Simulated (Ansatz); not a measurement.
```yaml
crystal:
  periodic: [false, false, false]
  atoms:
    - {symbol: W, position_ang: [-0.344221, 0.000227, -0.000524]}
    - {symbol: Si, position_ang: [2.041860, -0.001347, 0.003109]}
    - {symbol: H, position_ang: [2.944879, 1.169382, 0.001940]}
    - {symbol: H, position_ang: [2.943325, -1.173268, 0.007025]}
basis:
  gaussian: {orbitals: def2-TZVP}
hamiltonian: {xc: pbe0}
relax: {f_tol: 0.004, max_steps: 80}
```

```sh
$ ansatz run in.yaml --threads 1 --pin off --events-out ev --progress --plain --max-ram 2176MiB
```

Steps of the relaxation (energy above the last step; positions in Å, forces in eV/Å):

```
4
step 1, 178.0 meV
W    -0.344    0.000   -0.001    1.942   -0.078    0.003
Si    2.042   -0.001    0.003   -2.293    0.154   -0.004
H     2.945    1.169    0.002    0.225    0.270    0.000
H     2.943   -1.173    0.007    0.126   -0.346    0.001
```

```
4
step 2, 26.9 meV
W    -0.191   -0.036    0.000   -0.980   -0.025   -0.001
Si    1.995    0.031    0.003    0.598    0.054    0.001
H     2.931    1.194    0.002    0.183    0.074    0.000
H     2.852   -1.193    0.007    0.199   -0.103    0.001
```

```
4
step 3, 0.2 meV
W    -0.242   -0.035    0.000    0.026   -0.004    0.000
Si    1.993    0.030    0.003   -0.038    0.013    0.000
H     2.955    1.182    0.002    0.009    0.036    0.000
H     2.881   -1.182    0.007    0.003   -0.045    0.000
```

```
4
step 4, 0.0 meV
W    -0.239   -0.037    0.000    0.004   -0.002    0.000
Si    1.995    0.032    0.003   -0.011    0.006    0.000
H     2.954    1.187    0.002    0.004   -0.002    0.000
H     2.877   -1.187    0.007    0.003   -0.002    0.000
```

```
4
step 5, 0.0 meV
W    -0.240   -0.037    0.000    0.000   -0.001    0.000
Si    1.994    0.032    0.003    0.000    0.002    0.000
H     2.955    1.187    0.002    0.000   -0.001    0.000
H     2.876   -1.187    0.007    0.000    0.000    0.000
```

Close pairs at the end: Si2–H3 1.502 Å, Si2–H4 1.505 Å, W1–Si2 2.235 Å.

A stationary point of restricted PBE0 after 5 steps (its stability towards spin polarisation wasn't tested); no frequencies were run, so it isn't proven a minimum. 68 s on 1 thread of Arm Neoverse V1, shared host.
